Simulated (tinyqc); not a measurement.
Inside a calculation (part 1 of 3). Method: UHF in the sto-6g basis, for H3O+, spin multiplicity 1. Computed by tinyqc, a small Python program that keeps every step (integrals from PySCF). Settings: charge = 1, multiplicity = 1, basis = sto-6g, energy threshold = 1e-09, iteration cap = 61, orthogonalisation = symmetric, start = Wolfsberg-Helmholz matrix, DIIS depth = 3, method = UHF, break = 0.4. Command: `OMP_NUM_THREADS=1 python tinyqc.py 27245 27246 out.jsonl` (the two numbers bound the seeds that draw the settings). One thread of a shared host (Intel(R) Xeon(R) Processor @ 2.60GHz), about 0.2 s of CPU time with the checks. Later iterations appear only in the table of the cycle.

## One-electron integrals

Geometry (angstrom):
```
atom,x,y,z
O,0.000000,0.000000,0.002000
H,1.203000,0.000000,0.000000
H,-0.601000,1.042000,0.000000
H,-0.601000,-1.042000,0.000000
```

Basis sto-6g: exponents (1/bohr^2) and contraction coefficients of normalised primitives:
```
element,l (shell),exponent,coefficient
O,s (1),1355.584234,0.009164
O,s (1),248.544885,0.049361
O,s (1),69.533902,0.168538
O,s (1),23.886772,0.370563
O,s (1),9.275933,0.416492
O,s (1),3.820341,0.130334
O,s (2),52.187762,-0.013253
O,s (2),10.329320,-0.046992
O,s (2),3.210345,-0.033785
O,s (2),1.235135,0.250242
O,s (2),0.536420,0.595117
O,s (2),0.245881,0.240706
O,p (3),52.187762,0.003760
O,p (3),10.329320,0.037679
O,p (3),3.210345,0.173897
O,p (3),1.235135,0.418036
O,p (3),0.536420,0.425860
O,p (3),0.245881,0.101708
H,s (1),35.523221,0.009164
H,s (1),6.513144,0.049361
H,s (1),1.822143,0.168538
H,s (1),0.625955,0.370563
H,s (1),0.243077,0.416492
H,s (1),0.100112,0.130334
```

Overlap, kinetic and nuclear-attraction integrals over the contracted functions; the nuclear repulsion is the sum of Za Zb / Rab.

nuclear repulsion = 11.31966979 hartree

overlap S:
```
,1O 1s,1O 2s,1O 2px,1O 2py,1O 2pz,2H 1s,3H 1s,4H 1s
1O 1s,1.000000,0.231145,0.000000,0.000000,0.000000,0.031448,0.031456,0.031456
1O 2s,0.231145,1.000000,0.000000,0.000000,0.000000,0.331543,0.331596,0.331596
1O 2px,0.000000,0.000000,1.000000,0.000000,0.000000,0.300787,-0.150300,-0.150300
1O 2py,0.000000,0.000000,0.000000,1.000000,0.000000,0.000000,0.260587,-0.260587
1O 2pz,0.000000,0.000000,0.000000,0.000000,1.000000,-0.000500,-0.000500,-0.000500
2H 1s,0.031448,0.331543,0.300787,0.000000,-0.000500,1.000000,0.104837,0.104837
3H 1s,0.031456,0.331596,-0.150300,0.260587,-0.000500,0.104837,1.000000,0.104719
4H 1s,0.031456,0.331596,-0.150300,-0.260587,-0.000500,0.104837,0.104719,1.000000
```

kinetic energy T (hartree):
```
,1O 1s,1O 2s,1O 2px,1O 2py,1O 2pz,2H 1s,3H 1s,4H 1s
1O 1s,29.327197,-0.896024,0.000000,0.000000,0.000000,-0.006524,-0.006524,-0.006524
1O 2s,-0.896024,0.842618,0.000000,0.000000,0.000000,0.039528,0.039553,0.039553
1O 2px,0.000000,0.000000,2.531309,0.000000,0.000000,0.131724,-0.065836,-0.065836
1O 2py,0.000000,0.000000,0.000000,2.531309,0.000000,0.000000,0.114146,-0.114146
1O 2pz,0.000000,0.000000,0.000000,0.000000,2.531309,-0.000219,-0.000219,-0.000219
2H 1s,-0.006524,0.039528,0.131724,0.000000,-0.000219,0.768522,-0.012061,-0.012061
3H 1s,-0.006524,0.039553,-0.065836,0.114146,-0.000219,-0.012061,0.768522,-0.012063
4H 1s,-0.006524,0.039553,-0.065836,-0.114146,-0.000219,-0.012061,-0.012063,0.768522
```

nuclear attraction V (hartree):
```
,1O 1s,1O 2s,1O 2px,1O 2py,1O 2pz,2H 1s,3H 1s,4H 1s
1O 1s,-62.578032,-6.456327,-0.000006,0.000000,0.000052,-1.000074,-1.000311,-1.000311
1O 2s,-6.456327,-10.316277,-0.000072,0.000000,0.000608,-2.558255,-2.558707,-2.558707
1O 2px,-0.000006,-0.000072,-10.351636,0.000000,0.000000,-2.052805,1.025760,1.025760
1O 2py,0.000000,0.000000,0.000000,-10.351759,0.000000,0.000000,-1.778492,1.778492
1O 2pz,0.000052,0.000608,0.000000,0.000000,-10.244236,0.003536,0.003537,0.003537
2H 1s,-1.000074,-2.558255,-2.052805,0.000000,0.003536,-5.218592,-0.626875,-0.626875
3H 1s,-1.000311,-2.558707,1.025760,-1.778492,0.003537,-0.626875,-5.218781,-0.626292
4H 1s,-1.000311,-2.558707,1.025760,1.778492,0.003537,-0.626875,-0.626292,-5.218781
```

core Hamiltonian H = T + V (hartree):
```
,1O 1s,1O 2s,1O 2px,1O 2py,1O 2pz,2H 1s,3H 1s,4H 1s
1O 1s,-33.250834,-7.352351,-0.000006,0.000000,0.000052,-1.006598,-1.006834,-1.006834
1O 2s,-7.352351,-9.473659,-0.000072,0.000000,0.000608,-2.518727,-2.519153,-2.519153
1O 2px,-0.000006,-0.000072,-7.820328,0.000000,0.000000,-1.921081,0.959924,0.959924
1O 2py,0.000000,0.000000,0.000000,-7.820451,0.000000,0.000000,-1.664346,1.664346
1O 2pz,0.000052,0.000608,0.000000,0.000000,-7.712928,0.003317,0.003318,0.003318
2H 1s,-1.006598,-2.518727,-1.921081,0.000000,0.003317,-4.450070,-0.638936,-0.638936
3H 1s,-1.006834,-2.519153,0.959924,-1.664346,0.003318,-0.638936,-4.450259,-0.638356
4H 1s,-1.006834,-2.519153,0.959924,1.664346,0.003318,-0.638936,-0.638356,-4.450259
```

## Two-electron integrals

Functions are numbered as in S; the eight-fold symmetry (ij|kl) = (ji|kl) = (kl|ij) leaves the list below.

Two-electron integrals (ij|kl) in chemists' order, unique and non-zero (hartree):
```
i,j,k,l,(ij|kl)
1,1,1,1,4.787491
2,1,1,1,0.675884
2,1,2,1,0.121505
2,2,1,1,1.117379
2,2,2,1,0.249212
2,2,2,2,0.817383
3,1,3,1,0.025762
3,2,3,1,0.039145
3,2,3,2,0.180664
3,3,1,1,1.117381
3,3,2,1,0.249212
3,3,2,2,0.817382
3,3,3,3,0.880663
4,1,4,1,0.025762
4,2,4,1,0.039145
4,2,4,2,0.180664
4,3,4,3,0.047461
4,4,1,1,1.117381
4,4,2,1,0.249212
4,4,2,2,0.817382
4,4,3,3,0.785741
4,4,4,4,0.880663
5,1,5,1,0.025762
5,2,5,1,0.039145
5,2,5,2,0.180664
5,3,5,3,0.047461
5,4,5,4,0.047461
5,5,1,1,1.117381
5,5,2,1,0.249212
5,5,2,2,0.817382
5,5,3,3,0.785741
5,5,4,4,0.785741
5,5,5,5,0.880663
6,1,1,1,0.097764
6,1,2,1,0.016861
6,1,2,2,0.033876
6,1,3,1,0.000828
6,1,3,2,0.001626
6,1,3,3,0.034019
6,1,4,4,0.033805
6,1,5,1,-1.38e-06
6,1,5,2,-2.70e-06
6,1,5,3,-3.56e-07
6,1,5,5,0.033805
6,1,6,1,0.002384
6,2,1,1,0.259779
6,2,2,1,0.058859
6,2,2,2,0.216581
6,2,3,1,0.004736
6,2,3,2,0.036303
6,2,3,3,0.224032
6,2,4,4,0.212856
6,2,5,1,-0.000008
6,2,5,2,-0.000060
6,2,5,3,-0.000019
6,2,5,5,0.212856
6,2,6,1,0.008229
6,2,6,2,0.074409
6,3,1,1,0.198274
6,3,2,1,0.045523
6,3,2,2,0.178536
6,3,3,1,0.009358
6,3,3,2,0.063651
6,3,3,3,0.194084
6,3,4,4,0.170762
6,3,5,1,-0.000005
6,3,5,2,-0.000046
6,3,5,3,-0.000027
6,3,5,5,0.170762
6,3,6,1,0.006625
6,3,6,2,0.074521
6,3,6,3,0.083633
6,4,4,1,0.006240
6,4,4,2,0.036097
6,4,4,3,0.007332
6,4,5,4,-0.000012
6,4,6,4,0.009977
6,5,1,1,-0.000330
6,5,2,1,-0.000076
6,5,2,2,-0.000297
6,5,3,1,-0.000005
6,5,3,2,-0.000046
6,5,3,3,-0.000298
6,5,4,4,-0.000284
6,5,5,1,0.006240
6,5,5,2,0.036097
6,5,5,3,0.007332
6,5,5,5,-0.000308
6,5,6,1,-0.000011
6,5,6,2,-0.000124
6,5,6,3,-0.000122
6,5,6,5,0.009977
6,6,1,1,0.433661
6,6,2,1,0.100064
6,6,2,2,0.423063
6,6,3,1,0.009448
6,6,3,2,0.101549
6,6,3,3,0.454527
6,6,4,4,0.407330
6,6,5,1,-0.000016
6,6,5,2,-0.000169
6,6,5,3,-0.000078
6,6,5,5,0.407330
6,6,6,1,0.014091
6,6,6,2,0.193092
6,6,6,3,0.220046
6,6,6,5,-0.000366
6,6,6,6,0.774999
7,1,1,1,0.097787
7,1,2,1,0.016865
7,1,2,2,0.033884
7,1,3,1,-0.000414
7,1,3,2,-0.000813
7,1,3,3,0.033866
7,1,4,1,0.000717
7,1,4,2,0.001409
7,1,4,3,-0.000093
7,1,4,4,0.033974
7,1,5,1,-1.38e-06
7,1,5,2,-2.70e-06
7,1,5,3,1.78e-07
7,1,5,4,-3.09e-07
7,1,5,5,0.033813
7,1,6,1,0.002342
7,1,6,2,0.007898
7,1,6,3,0.005983
7,1,6,4,0.000223
7,1,6,5,-0.000011
7,1,6,6,0.013390
7,1,7,1,0.002386
7,2,1,1,0.259828
7,2,2,1,0.058870
7,2,2,2,0.216621
7,2,3,1,-0.002367
7,2,3,2,-0.018141
7,2,3,3,0.215685
7,2,4,1,0.004103
7,2,4,2,0.031452
7,2,4,3,-0.004838
7,2,4,4,0.221282
7,2,5,1,-0.000008
7,2,5,2,-0.000060
7,2,5,3,0.000009
7,2,5,4,-0.000016
7,2,5,5,0.212895
7,2,6,1,0.007897
7,2,6,2,0.056277
7,2,6,3,0.043566
7,2,6,4,0.006401
7,2,6,5,-0.000091
7,2,6,6,0.114107
7,2,7,1,0.008233
7,2,7,2,0.074434
7,3,1,1,-0.099079
7,3,2,1,-0.022748
7,3,2,2,-0.089215
7,3,3,1,0.007020
7,3,3,2,0.042984
7,3,3,3,-0.093738
7,3,4,1,-0.001349
7,3,4,2,-0.011927
7,3,4,3,0.008225
7,3,4,4,-0.088577
7,3,5,1,2.59e-06
7,3,5,2,0.000023
7,3,5,3,-0.000016
7,3,5,4,0.000006
7,3,5,5,-0.085330
7,3,6,1,-0.002796
7,3,6,2,-0.016221
7,3,6,3,-0.005966
7,3,6,4,-0.001351
7,3,6,5,0.000026
7,3,6,6,-0.027174
7,3,7,1,-0.003312
7,3,7,2,-0.037244
7,3,7,3,0.028373
7,4,1,1,0.171781
7,4,2,1,0.039440
7,4,2,2,0.154679
7,4,3,1,-0.001349
7,4,3,2,-0.011927
7,4,3,3,0.149816
7,4,4,1,0.008581
7,4,4,2,0.056783
7,4,4,3,-0.006910
7,4,4,4,0.166277
7,4,5,1,-4.49e-06
7,4,5,2,-0.000040
7,4,5,3,0.000006
7,4,5,4,-0.000023
7,4,5,5,0.147944
7,4,6,1,0.005294
7,4,6,2,0.040935
7,4,6,3,0.031587
7,4,6,4,0.011473
7,4,6,5,-0.000065
7,4,6,6,0.084747
7,4,7,1,0.005742
7,4,7,2,0.064573
7,4,7,3,-0.031887
7,4,7,4,0.065266
7,5,1,1,-0.000330
7,5,2,1,-0.000076
7,5,2,2,-0.000297
7,5,3,1,2.59e-06
7,5,3,2,0.000023
7,5,3,3,-0.000288
7,5,4,1,-4.49e-06
7,5,4,2,-0.000040
7,5,4,3,0.000006
7,5,4,4,-0.000295
7,5,5,1,0.006242
7,5,5,2,0.036104
7,5,5,3,-0.003664
7,5,5,4,0.006353
7,5,5,5,-0.000308
7,5,6,1,-0.000011
7,5,6,2,-0.000091
7,5,6,3,-0.000069
7,5,6,4,-0.000010
7,5,6,5,0.007169
7,5,6,6,-0.000199
7,5,7,1,-0.000011
7,5,7,2,-0.000124
7,5,7,3,0.000061
7,5,7,4,-0.000106
7,5,7,5,0.009981
7,6,1,1,0.060594
7,6,2,1,0.013851
7,6,2,2,0.054829
7,6,3,1,0.000452
7,6,3,2,0.004052
7,6,3,3,0.055194
7,6,4,1,0.000783
7,6,4,2,0.007014
7,6,4,3,0.000296
7,6,4,4,0.055535
7,6,5,1,-3.00e-06
7,6,5,2,-0.000027
7,6,5,3,-3.24e-06
7,6,5,4,-0.000006
7,6,5,5,0.053759
7,6,6,1,0.001906
7,6,6,2,0.018028
7,6,6,3,0.016981
7,6,6,4,0.001958
7,6,6,5,-0.000034
7,6,6,6,0.047675
7,6,7,1,0.001906
7,6,7,2,0.018030
7,6,7,3,-0.006789
7,6,7,4,0.015690
7,6,7,5,-0.000034
7,6,7,6,0.005487
7,7,1,1,0.433695
7,7,2,1,0.100072
7,7,2,2,0.423093
7,7,3,1,-0.004721
7,7,3,2,-0.050742
7,7,3,3,0.419141
7,7,4,1,0.008185
7,7,4,2,0.087975
7,7,4,3,-0.020429
7,7,4,4,0.442778
7,7,5,1,-0.000016
7,7,5,2,-0.000169
7,7,5,3,0.000039
7,7,5,4,-0.000068
7,7,5,5,0.407358
7,7,6,1,0.013388
7,7,6,2,0.114093
7,7,6,3,0.086980
7,7,6,4,0.018800
7,7,6,5,-0.000199
7,7,6,6,0.253351
7,7,7,1,0.014095
7,7,7,2,0.193131
7,7,7,3,-0.109961
7,7,7,4,0.190647
7,7,7,5,-0.000366
7,7,7,6,0.047675
7,7,7,7,0.774999
8,1,1,1,0.097787
8,1,2,1,0.016865
8,1,2,2,0.033884
8,1,3,1,-0.000414
8,1,3,2,-0.000813
8,1,3,3,0.033866
8,1,4,1,-0.000717
8,1,4,2,-0.001409
8,1,4,3,0.000093
8,1,4,4,0.033974
8,1,5,1,-1.38e-06
8,1,5,2,-2.70e-06
8,1,5,3,1.78e-07
8,1,5,4,3.09e-07
8,1,5,5,0.033813
8,1,6,1,0.002342
8,1,6,2,0.007898
8,1,6,3,0.005983
8,1,6,4,-0.000223
8,1,6,5,-0.000011
8,1,6,6,0.013390
8,1,7,1,0.002343
8,1,7,2,0.007899
8,1,7,3,-0.003183
8,1,7,4,0.005072
8,1,7,5,-0.000011
8,1,7,6,0.001844
8,1,7,7,0.013391
8,1,8,1,0.002386
8,2,1,1,0.259828
8,2,2,1,0.058870
8,2,2,2,0.216621
8,2,3,1,-0.002367
8,2,3,2,-0.018141
8,2,3,3,0.215685
8,2,4,1,-0.004103
8,2,4,2,-0.031452
8,2,4,3,0.004838
8,2,4,4,0.221282
8,2,5,1,-0.000008
8,2,5,2,-0.000060
8,2,5,3,0.000009
8,2,5,4,0.000016
8,2,5,5,0.212895
8,2,6,1,0.007897
8,2,6,2,0.056277
8,2,6,3,0.043566
8,2,6,4,-0.006401
8,2,6,5,-0.000091
8,2,6,6,0.114107
8,2,7,1,0.007899
8,2,7,2,0.056278
8,2,7,3,-0.027303
8,2,7,4,0.034536
8,2,7,5,-0.000091
8,2,7,6,0.014033
8,2,7,7,0.114086
8,2,8,1,0.008233
8,2,8,2,0.074434
8,3,1,1,-0.099079
8,3,2,1,-0.022748
8,3,2,2,-0.089215
8,3,3,1,0.007020
8,3,3,2,0.042984
8,3,3,3,-0.093738
8,3,4,1,0.001349
8,3,4,2,0.011927
8,3,4,3,-0.008225
8,3,4,4,-0.088577
8,3,5,1,2.59e-06
8,3,5,2,0.000023
8,3,5,3,-0.000016
8,3,5,4,-0.000006
8,3,5,5,-0.085330
8,3,6,1,-0.002796
8,3,6,2,-0.016221
8,3,6,3,-0.005966
8,3,6,4,0.001351
8,3,6,5,0.000026
8,3,6,6,-0.027174
8,3,7,1,-0.003183
8,3,7,2,-0.027303
8,3,7,3,0.020176
8,3,7,4,-0.016457
8,3,7,5,0.000043
8,3,7,6,-0.005200
8,3,7,7,-0.059712
8,3,8,1,-0.003312
8,3,8,2,-0.037244
8,3,8,3,0.028373
8,4,1,1,-0.171781
8,4,2,1,-0.039440
8,4,2,2,-0.154679
8,4,3,1,0.001349
8,4,3,2,0.011927
8,4,3,3,-0.149816
8,4,4,1,0.008581
8,4,4,2,0.056783
8,4,4,3,-0.006910
8,4,4,4,-0.166277
8,4,5,1,4.49e-06
8,4,5,2,0.000040
8,4,5,3,-0.000006
8,4,5,4,-0.000023
8,4,5,5,-0.147944
8,4,6,1,-0.005294
8,4,6,2,-0.040935
8,4,6,3,-0.031587
8,4,6,4,0.011473
8,4,6,5,0.000065
8,4,6,6,-0.084747
8,4,7,1,-0.005072
8,4,7,2,-0.034536
8,4,7,3,0.016457
8,4,7,4,-0.014716
8,4,7,5,0.000055
8,4,7,6,-0.009019
8,4,7,7,-0.065938
8,4,8,1,-0.005742
8,4,8,2,-0.064573
8,4,8,3,0.031887
8,4,8,4,0.065266
8,5,1,1,-0.000330
8,5,2,1,-0.000076
8,5,2,2,-0.000297
8,5,3,1,2.59e-06
8,5,3,2,0.000023
8,5,3,3,-0.000288
8,5,4,1,4.49e-06
8,5,4,2,0.000040
8,5,4,3,-0.000006
8,5,4,4,-0.000295
8,5,5,1,0.006242
8,5,5,2,0.036104
8,5,5,3,-0.003664
8,5,5,4,-0.006353
8,5,5,5,-0.000308
8,5,6,1,-0.000011
8,5,6,2,-0.000091
8,5,6,3,-0.000069
8,5,6,4,0.000010
8,5,6,5,0.007169
8,5,6,6,-0.000199
8,5,7,1,-0.000011
8,5,7,2,-0.000091
8,5,7,3,0.000043
8,5,7,4,-0.000055
8,5,7,5,0.007169
8,5,7,6,-0.000025
8,5,7,7,-0.000199
8,5,8,1,-0.000011
8,5,8,2,-0.000124
8,5,8,3,0.000061
8,5,8,4,0.000106
8,5,8,5,0.009981
8,6,1,1,0.060594
8,6,2,1,0.013851
8,6,2,2,0.054829
8,6,3,1,0.000452
8,6,3,2,0.004052
8,6,3,3,0.055194
8,6,4,1,-0.000783
8,6,4,2,-0.007014
8,6,4,3,-0.000296
8,6,4,4,0.055535
8,6,5,1,-3.00e-06
8,6,5,2,-0.000027
8,6,5,3,-3.24e-06
8,6,5,4,0.000006
8,6,5,5,0.053759
8,6,6,1,0.001906
8,6,6,2,0.018028
8,6,6,3,0.016981
8,6,6,4,-0.001958
8,6,6,5,-0.000034
8,6,6,6,0.047675
8,6,7,1,0.001844
8,6,7,2,0.014033
8,6,7,3,-0.005200
8,6,7,4,0.009019
8,6,7,5,-0.000025
8,6,7,6,0.004310
8,6,7,7,0.029422
8,6,8,1,0.001906
8,6,8,2,0.018030
8,6,8,3,-0.006789
8,6,8,4,-0.015690
8,6,8,5,-0.000034
8,6,8,6,0.005487
8,7,1,1,0.060543
8,7,2,1,0.013839
8,7,2,2,0.054779
8,7,3,1,-0.000902
8,7,3,2,-0.008085
8,7,3,3,0.055651
8,7,4,4,0.054975
8,7,5,1,-3.00e-06
8,7,5,2,-0.000027
8,7,5,3,0.000006
8,7,5,5,0.053710
8,7,6,1,0.001842
8,7,6,2,0.014019
8,7,6,3,0.010402
8,7,6,5,-0.000025
8,7,6,6,0.029397
8,7,7,1,0.001904
8,7,7,2,0.018010
8,7,7,3,-0.010168
8,7,7,4,0.013716
8,7,7,5,-0.000034
8,7,7,6,0.004306
8,7,7,7,0.047613
8,7,8,1,0.001904
8,7,8,2,0.018010
8,7,8,3,-0.010168
8,7,8,4,-0.013716
8,7,8,5,-0.000034
8,7,8,6,0.004306
8,7,8,7,0.005474
8,8,1,1,0.433695
8,8,2,1,0.100072
8,8,2,2,0.423093
8,8,3,1,-0.004721
8,8,3,2,-0.050742
8,8,3,3,0.419141
8,8,4,1,-0.008185
8,8,4,2,-0.087975
8,8,4,3,0.020429
8,8,4,4,0.442778
8,8,5,1,-0.000016
8,8,5,2,-0.000169
8,8,5,3,0.000039
8,8,5,4,0.000068
8,8,5,5,0.407358
8,8,6,1,0.013388
8,8,6,2,0.114093
8,8,6,3,0.086980
8,8,6,4,-0.018800
8,8,6,5,-0.000199
8,8,6,6,0.253351
8,8,7,1,0.013391
8,8,7,2,0.114086
8,8,7,3,-0.059712
8,8,7,4,0.065938
8,8,7,5,-0.000199
8,8,7,6,0.029422
8,8,7,7,0.253269
8,8,8,1,0.014095
8,8,8,2,0.193131
8,8,8,3,-0.109961
8,8,8,4,-0.190647
8,8,8,5,-0.000366
8,8,8,6,0.047675
8,8,8,7,0.047613
8,8,8,8,0.774999
```

## Orthogonalisation

S = U s U^T; symmetric (Loewdin) form X = U s^(-1/2) U^T, so that X^T S X = 1.

eigenvalues of S: 0.479548  0.575413  0.575537  0.991492  1.000012  1.319588  1.319867  1.738543

X:
```
,1O 1s,1O 2s,1O 2px,1O 2py,1O 2pz,2H 1s,3H 1s,4H 1s
1O 1s,1.022575,-0.133929,-0.000002,0.000000,0.000021,0.015015,0.015018,0.015018
1O 2s,-0.133929,1.160151,0.000014,0.000000,-0.000206,-0.178669,-0.178717,-0.178717
1O 2px,-0.000002,0.000014,1.062788,0.000000,0.000000,-0.180945,0.090430,0.090430
1O 2py,0.000000,0.000000,0.000000,1.062861,0.000000,0.000000,-0.156766,0.156766
1O 2pz,0.000021,-0.000206,0.000000,0.000000,1.000000,0.000265,0.000265,0.000265
2H 1s,0.015015,-0.178669,-0.180945,0.000000,0.000265,1.091901,-0.033961,-0.033961
3H 1s,0.015018,-0.178717,0.090430,-0.156766,0.000265,-0.033961,1.091929,-0.033929
4H 1s,0.015018,-0.178717,0.090430,0.156766,0.000265,-0.033961,-0.033929,1.091929
```

## Starting guess

The start is the generalised Wolfsberg-Helmholz matrix (K = 1.75) built on H, with HOMO and LUMO mixed by +/-0.4 rad for the two spins; D(s) = C_occ C_occ^T for each spin.

D(alpha) at the start:
```
,1O 1s,1O 2s,1O 2px,1O 2py,1O 2pz,2H 1s,3H 1s,4H 1s
1O 1s,1.030116,-0.129909,0.000082,0.000000,-0.000092,-0.053932,-0.053788,-0.053788
1O 2s,-0.129909,0.608908,-0.000300,0.000000,0.000349,0.149551,0.149004,0.149004
1O 2px,0.000082,-0.000300,0.849170,0.000000,-0.223516,0.088310,-0.044148,-0.044148
1O 2py,0.000000,0.000000,0.000000,0.790108,0.000000,0.000000,0.151477,-0.151477
1O 2pz,-0.000092,0.000349,-0.223516,0.000000,0.848353,0.328432,-0.164407,-0.164407
2H 1s,-0.053932,0.149551,0.088310,0.000000,0.328432,0.203002,-0.045931,-0.045931
3H 1s,-0.053788,0.149004,-0.044148,0.151477,-0.164407,-0.045931,0.107549,0.049468
4H 1s,-0.053788,0.149004,-0.044148,-0.151477,-0.164407,-0.045931,0.049468,0.107549
```

D(beta) at the start:
```
,1O 1s,1O 2s,1O 2px,1O 2py,1O 2pz,2H 1s,3H 1s,4H 1s
1O 1s,1.030116,-0.129909,-0.000066,0.000000,-0.000094,-0.053714,-0.053896,-0.053896
1O 2s,-0.129909,0.608908,0.000247,0.000000,0.000352,0.148747,0.149405,0.149405
1O 2px,-0.000066,0.000247,0.849170,0.000000,0.223516,0.088322,-0.044137,-0.044137
1O 2py,0.000000,0.000000,0.000000,0.790108,0.000000,0.000000,0.151477,-0.151477
1O 2pz,-0.000094,0.000352,0.223516,0.000000,0.848353,-0.328726,0.164113,0.164113
2H 1s,-0.053714,0.148747,0.088322,0.000000,-0.328726,0.202968,-0.045939,-0.045939
3H 1s,-0.053896,0.149405,-0.044137,0.151477,0.164113,-0.045939,0.107566,0.049485
4H 1s,-0.053896,0.149405,-0.044137,-0.151477,0.164113,-0.045939,0.049485,0.107566
```
